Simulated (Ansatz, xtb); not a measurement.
## Ranking isomers of CH7OSi+

3 gas-phase structures of CH7OSi+, found in a search over its isomers (lower ones may exist). Each was relaxed with GFN2-xTB:

A. `C[SiH2][OH2+]`, a singlet
B. `[OH2+]C[SiH3]`, a singlet
C. `C[OH+][SiH3]`, a singlet

Task: Make a reasoned guess at their ranking by r2SCAN-D4/def2-SVP single-point energy.

Result: Calculated order at r2SCAN-D4/def2-SVP: A (0.0), C (20.2), B (47.6) kcal/mol.

Energies above the lowest of each column, in kcal/mol; the last columns are at B3LYP-D3(BJ)/def2-SVP geometries:

```
structure  GFN2-xTB  HF/STO-3G  r2SCAN-D4/def2-SVP  B3LYP-D3(BJ)/def2-SVP  CCSD(T)/def2-TZVP
        A       0.0        0.0                 0.0                    0.0                0.0
        C       0.2        4.8                20.2                   18.0               19.3
        B      44.0       39.9                47.6                   46.1               48.6
```

Every level run on A puts it lowest or level with the lowest. Flexible structures stand in one conformer each, not always the lowest.

Programs: Ansatz 0.2.0, xtb 6.7.1.
